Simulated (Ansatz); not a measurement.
Relaxed structures of CH5AlN (charge +1), closed shell (PBE0-D4/def2-TZVP; forces vanish, vibrations not checked; lower isomers may exist, and structures with a doubtful reference or unclear bonds are left out; Å). Computed with Ansatz 0.2.0 (basis: def2-TZVPP); correlated methods freeze the cores.

Rank them by CCSD(T) energy, lowest first, and give each one's height above the lowest. Links in brackets join atoms within 1.22 times the sum of their covalent radii (1.1 for two metals). (To be estimated.)
A.
CH₅AlN ([CH2]1[NH2][AlH]1), total charge +1
```
8
angstrom
N -0.3451 0.7736 -0.8223
C -0.1535 0.7287 0.7082
Al 0.4693 -0.8415 -0.1415
H 0.1677 1.5212 -1.2808
H -1.3157 0.8409 -1.1146
H -1.1022 0.7727 1.2362
H 1.0095 -2.1675 -0.7403
H 0.5174 1.5104 1.0543
```
B.
CH₅AlN ([NH2][CH][AlH2]), total charge +1
```
8
angstrom
N -0.5173 1.0034 -0.7463
C -0.3849 0.4101 0.3796
Al 0.7727 -1.2943 0.5466
H -0.0582 0.6537 -1.5848
H -1.0780 1.8440 -0.8714
H -0.9307 0.8917 1.1937
H 1.3412 -1.5837 -0.8882
H 0.8552 -1.9249 1.9706
```
C.
CH₅AlN ([CH2][NH][AlH2]), total charge +1
```
8
angstrom
N -0.3322 0.3481 0.3426
C -0.5057 0.9868 -0.7459
Al 0.7538 -1.2571 0.5190
H -0.0249 0.6322 -1.6559
H -1.1242 1.8813 -0.7914
H -0.8140 0.7407 1.1511
H 1.3300 -1.5642 -0.8994
H 0.7491 -1.7795 1.9863
```

Computed: C (0.00 kcal/mol), A (10.83 kcal/mol), B (19.48 kcal/mol). Heights count from the lowest.

T1 diagnostic: at most 0.015.

For scale, one of the runs: CCSD(T)/def2-TZVPP, 174 basis functions, launched by `ansatz run in.yaml --threads 2 --pin off --events-out ev --progress --plain --max-ram 4352MiB`. The run took 28 s on 2 CPU threads of an Arm Neoverse V1 (shared host), with 1.5 GiB of host memory at its peak.
